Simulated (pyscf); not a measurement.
A first-order saddle from PySCF, ωB97X-D3(BJ)/def2-SVP:

```xyz
9

Si    -0.4417    -0.0805    -0.4156
H      1.3605     1.5683    -0.9664
H     -1.1599     0.3941    -1.6059
H     -0.2798    -1.4803    -0.0006
C      1.1711     0.9904    -0.0485
H     -0.1300     1.0213     0.6995
H     -1.1688     0.6289     0.8113
H      1.2310     1.7321     0.7786
H      1.9717     0.2636     0.1589
```
Charge +1, spin multiplicity 1.

Surface: singlet, charge 1. Lowest wavenumbers (cm⁻¹): 1472i, 144, 556, 606, 710.

Task: What reaction is this the transition state of?

Result: `[SiH3+]` + `[CH4]` ⇌ `[CH3][SiH2+]` + `[H][H]`, a four-centre exchange read from left to right: H–Si, C–H broken and C–Si, H–H formed. At ωB97M-D3(BJ)/def2-TZVP it lies +6.5 kcal/mol from the left side and +16.2 kcal/mol from the right (each side as separated species at their lowest minima found). On the reactant side the descent ends in an adduct with a C–Si contact, 23.7 kcal/mol under the separated species and 29.0 kcal/mol under the saddle at ωB97X-D3(BJ)/def2-TZVP. On the product side the descent ends in a bound adduct, 11.4 kcal/mol under the separated species and 27.4 kcal/mol under the saddle at ωB97X-D3(BJ)/def2-TZVP. What is counted as formed (C–Si) is already present as a longer contact in the reactant adduct; forming that adduct is a step of its own. At the saddle there is also a short H–Si contact that neither side keeps. This is the saddle that the search found; another between the same sides may lie lower.
